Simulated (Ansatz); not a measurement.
Gas-phase electronic energies from Ansatz, PBE0-D4/def2-TZVP geometries. CBS: MP2 limit from def2 TZ/QZ plus the TZ coupled-cluster correction, frozen cores. This one scheme is used for every species. Functionals use def2-TZVPP. Each species was taken in one conformer, which may not be the lowest.

Reaction (substitution at a C–O bond): `CC(C)(O)F` + H–F → `CC(C)(F)F` + H₂O

```json
{"level": "PBE-D4", "ΔE (kcal/mol)": "-1.2"}
{"level": "r2SCAN0", "ΔE (kcal/mol)": "-1.7"}
{"level": "HF/def2-TZVPP", "ΔE (kcal/mol)": "-3.3"}
{"level": "MP2/def2-TZVPP", "ΔE (kcal/mol)": "0.4"}
```

Question: What does CCSD(T)/CBS give? (Best estimate.)

Answer: Computed: -0.4 kcal/mol. The listed levels differ from it by -0.8, -1.3, -2.9, 0.8 kcal/mol.

Question: What do rigid-rotor, harmonic-oscillator terms from PBE0-D4/def2-TZVP frequencies (298.15 K, 1 bar) make of the CCSD(T)/CBS value? (Best estimate.)

Answer: Ansatz gave: ΔZPE = -0.2 kcal/mol, ΔH = -0.6 kcal/mol, ΔS = 5 J/(mol·K), ΔG = -1.0 kcal/mol.

Largest T1 diagnostic among the species: 0.011.

The D4 term adds +0.8 kcal/mol with B3LYP and +0.4 kcal/mol with PBE0; it sums over pairs of atoms, weighted by their polarisabilities, and B3LYP, whose exchange is more repulsive, gets the larger term. Leaving LDA and LC-ωPBE aside and taking each functional with its dispersion term where it has one, the values, not all of them listed here, spread over 1.9 kcal/mol, from B97M-V to revPBE-D4. LDA lies +1.2 kcal/mol from PBE without D4.

B3LYP here is the variant with VWN-RPA as its local correlation; programs differ in this.
